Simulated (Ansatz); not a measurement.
Species: C₄H₉, net charge 0, doublet state. It need not be the lowest isomer of its formula. SMILES: C[C](C)C
Structure (B3LYP-D3(BJ)/def2-TZVP (Ansatz, a quantum-chemistry and plane-wave program) minimum search):
```
C
C 1 1.4897
H 2 1.0928 1 111.77
H 2 1.0928 3 108.37 1 -123.60
H 2 1.1035 3 106.48 4 -114.20
C 1 1.4897 2 118.69 3 -162.14
H 6 1.0928 1 111.77 2 162.14
H 6 1.0928 7 108.37 1 123.60
H 6 1.1035 7 106.48 8 114.20
C 1 1.4897 2 118.69 3 40.48
H 10 1.0928 1 111.77 2 -40.48
H 10 1.0928 11 108.37 1 123.60
H 10 1.1035 11 106.48 12 114.20
```
Charge 0, spin multiplicity 2.

Question: Give the harmonic wavenumbers at B3LYP-D3(BJ)/def2-TZVP (Ansatz, finite differences of forces, unscaled).

Answer: 137, 138, 138, 264, 381, 381, 764, 938, 938, 973, 1011, 1011, 1100, 1298, 1298, 1397, 1397, 1423, 1467, 1470, 1470, 1488, 1490, 1490, 2918, 2918, 2927, 3035, 3035, 3038, 3077, 3082, 3082 cm⁻¹. Zero-point energy 72.9 kcal/mol.

Question: From these and the geometry, give the ideal-gas thermochemistry at 298.15 K and 1 atm (rigid rotor, harmonic oscillator).

Answer: Point group C3v, rotational symmetry number 3. Rotational constants 8.04, 8.04, 4.363 GHz. S(trans) 38.05, S(rot) 22.36, S(vib) 13.23, S(elec, spin only) 1.38, S 75.0 cal/(mol K). H(298) - H(0) 4.58 kcal/mol; G - E(el) 55.1 kcal/mol.
